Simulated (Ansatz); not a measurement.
# BH3S2: the cost of one run

All numbers are computed with the Python package of Ansatz 0.2.0. The levels of theory stand in the script.

### Step 1. Starting point

Bond lengths: S1–B2 1.828 Å, B2–S3 1.869 Å, S1–H4 1.452 Å, B2–H5 1.189 Å, S3–H6 1.400 Å. Angles: S1–B2–S3 120.4°, S1–B2–H5 118.4°, S3–B2–H5 121.3°, B2–S1–H4 91.2°, B2–S3–H6 93.2°.

No structure file is read: the coordinates are typed or built in the script.

### Step 2. Script

cas_bh3s2.py reads:

```python
"""Active-space calculation on BH3S2."""

import ansatz as az

mol = (
    az.Crystal.molecule()
    .atom("S", [-1.3983, -0.3477, -0.8553])
    .atom("B", [0.2366, -0.3705, -0.0381])
    .atom("S", [0.8331, 1.1164, 0.9235])
    .atom("H", [-0.824, 0.2285, -2.0575])
    .atom("H", [0.9084, -1.3458, -0.1457])
    .atom("H", [0.2863, 0.655, 2.127])
)

job = mol.calculation().basis(gaussian="def2-SVP").correlation(active_electrons=2, active_orbitals=3)
for method in [None, "sc_nevpt2"]:
    data = (job if method is None else job.correlation(method)).run(threads=1, pin="off").report
    space = data["configurations"]
    state = space["states"][0]
    print(method or "casscf", f"total {data['free_energy_ev'] / 27.211386246:.6f} Ha, active-space state {state['energy']['hartree']:.6f} Ha, mean field {data['reference_energy_ev'] / 27.211386246:.6f} Ha")
    print("  determinants", state["n_determinants"], " natural occupations", [round(n, 3) for n in space["natural_occupations"]])
print("effectively unpaired electrons, sum of min(n, 2 - n):", round(sum(min(n, 2 - n) for n in space["natural_occupations"]), 3))
```

### Step 3. Running it

On the command line:

```
$ python cas_bh3s2.py
```

**Question.** How long does this script take on 1 thread of Arm Neoverse V1, shared host, and how much memory does it need?

About 8.7 s, with a peak of 0.19 GiB.
